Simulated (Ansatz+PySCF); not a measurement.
doublet H₂O₂(+): levels of theory in one basis

```yaml
atoms:
  - { symbol: O, position_ang: [0.0000, 0.4132, 0.4941] }
  - { symbol: O, position_ang: [0.0000, -0.4132, -0.4941] }
  - { symbol: H, position_ang: [0.0000, -0.1666, 1.3069] }
  - { symbol: H, position_ang: [0.0000, 0.1666, -1.3069] }
```

Basis set: cc-pVTZ (spherical functions). Left uncorrelated: 2 orbitals. Correlation on ROHF uses semicanonical orbitals with singles. Charge 1, multiplicity 2.

Computed with Ansatz (development build ahead of 0.2.0) and PySCF 2.14.0; each method stands on the lowest determinant of its kind that the runs found.

| method | E − E(ROHF) (eV) | <S²> of the determinant |
| --- | --- | --- |
| ROHF | 0.00 | 0.75 |
| UHF | -0.30 | 0.77 |
| ROHF-MP2 | -13.19 | – |
| UHF-MP2 | -12.99 | 0.77 |

(1) What does ROHF-CCSD(T) give on the same scale?

## Answers

(1) -13.67 eV.

Caution for ROHF-MP2, UHF-MP2: MP2 on this radical cation hangs on the determinant chosen.
